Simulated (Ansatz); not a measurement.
Species, as SMILES: FOF.
Atoms: F1, O2, F3. Bonds: F1-O2, O2-F3.

Basis-set convergence of the optimised F1-O2 bond length at PBE with Ansatz (a first-principles code). All functions are spherical. No added dispersion term, no relativity. Reference: the value in def2-QZVPPD, 1.4197 Å, itself unsure by roughly 0.0004 Å (its mean distance from pcseg-3, def2-QZVPP, cc-pVQZ). Deviations are taken from unrounded values.

```json
[
 {"basis": "cc-pVDZ", "functions": "42", "optimised F1-O2 bond length (Å)": "1.4296", "minus reference (Å)": "0.0099"},
 {"basis": "def2-SVP", "functions": "42", "optimised F1-O2 bond length (Å)": "1.4169", "minus reference (Å)": "-0.0027"},
 {"basis": "cc-pVTZ", "functions": "90", "optimised F1-O2 bond length (Å)": "1.4216", "minus reference (Å)": "0.0019"},
 {"basis": "def2-TZVPP", "functions": "93", "optimised F1-O2 bond length (Å)": "1.4206", "minus reference (Å)": "0.0009"},
 {"basis": "cc-pCVTZ", "functions": "129", "optimised F1-O2 bond length (Å)": "1.4204", "minus reference (Å)": "0.0008"},
 {"basis": "cc-pVQZ", "functions": "165", "optimised F1-O2 bond length (Å)": "1.4201", "minus reference (Å)": "0.0004"},
 {"basis": "def2-QZVPP", "functions": "171", "optimised F1-O2 bond length (Å)": "1.4203", "minus reference (Å)": "0.0006"}
]
```

The smallest set listed that lies within 0.005 Å of the reference with all its larger relatives (same family, alike in diffuse functions; a set with none counts only in the reference's own line) is def2-SVP (42 functions, -0.0027 Å off). Inside, with no larger relative to test it: cc-pCVTZ.
